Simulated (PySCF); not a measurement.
Vertical excitation energies

Compound: formaldoxime, CH₃NO.
SMILES: `C=NO`

Computed, not measured: PySCF, TDDFT wB97X-D/def2-SVPD, vertical, gas phase, core orbitals frozen in the response. Isolated species at its PBE0-D3(BJ)/def2-SVP geometry (one conformer only). Torsions of this conformer, `[CH2:1]=[N:2][OH:3]`: H–O3–N2–C1 180°.

Task: List the vertical singlet excitations with oscillator strengths and describe the spectrum.

Result: 

| state | E (eV) | λ (nm) | f | \|μ\| (D) | symmetry | main configurations (H = HOMO, L = LUMO) |
| --- | --- | --- | --- | --- | --- | --- |
| S1 | 5.90 | 210.0 | 0.0009 | 0.20 | – | H-1→L (99%) |
| S2 | 7.00 | 177.0 | 0.201 | 2.75 | A′ | H→L (94%) |
| S3 | 7.46 | 166.1 | 0.0010 | 0.18 | – | H→L+1 (93%) |
| S4 | 7.87 | 157.6 | 0.017 | 0.76 | A′ | H-1→L+1 (92%) |
| S5 | 8.41 | 147.5 | 0.024 | 0.87 | A″ | H→L+2 (89%) |
| S6 | 8.98 | 138.1 | 0.029 | 0.92 | A′ | H-1→L+2 (91%) |
| S7 | 9.31 | 133.1 | 0.0056 | 0.40 | A″ | H→L+4 (74%) |
| S8 | 9.57 | 129.6 | 0.0030 | 0.29 | A″ | H-2→L (82%), H→L+3 (10%) |
| S9 | 9.69 | 128.0 | 0.015 | 0.63 | A″ | H→L+3 (82%), H-2→L (12%) |
| S10 | 9.86 | 125.8 | 0.103 | 1.66 | A′ | H-1→L+4 (62%), H→L+5 (13%), H-1→L+3 (10%) |

Triplets, Tamm–Dancoff:

```json
{"state": "T1", "E (eV)": "4.35", "λ (nm)": "285.1", "main configurations (H = HOMO, L = LUMO)": "H→L (94%)"}
{"state": "T2", "E (eV)": "4.97", "λ (nm)": "249.5", "main configurations (H = HOMO, L = LUMO)": "H-1→L (98%)"}
{"state": "T3", "E (eV)": "7.22", "λ (nm)": "171.8", "main configurations (H = HOMO, L = LUMO)": "H→L+1 (88%)"}
{"state": "T4", "E (eV)": "7.52", "λ (nm)": "164.8", "main configurations (H = HOMO, L = LUMO)": "H-1→L+1 (84%)"}
```

The lowest singlet lies at 5.90 eV (210 nm, ultraviolet) and is very weak; its leading configuration is HOMO-1→LUMO (99%). The strongest level in the table is S2 at 7.00 eV (177 nm, f = 0.201). Löwdin shares by element: HOMO oxygen 40%, carbon 28%, nitrogen 25%; LUMO nitrogen 39%, carbon 36%, hydrogen 9% or more, oxygen 8%. Orbital energies (eV): HOMO-3 -14.18, HOMO-2 -13.89, HOMO-1 -10.13, HOMO -9.78, LUMO 1.56, LUMO+1 2.39, LUMO+2 3.01. The listed states span 3.95 eV, and the widest gap between neighbours is 1.10 eV (S1 to S2). Weighted by f, the mean energy of these states is 8.15 eV. All these states lie below the vertical ionisation energy of 10.53 eV (ΔSCF). Symmetry labels in Cs follow from the direction of the transition dipole and are given only for states with f of 0.002 or more. The window holds the lowest 10 singlets.

Time: 8.6 s of wall time. Hardware: an Arm Neoverse V2 with one thread, no GPU, on a shared host.
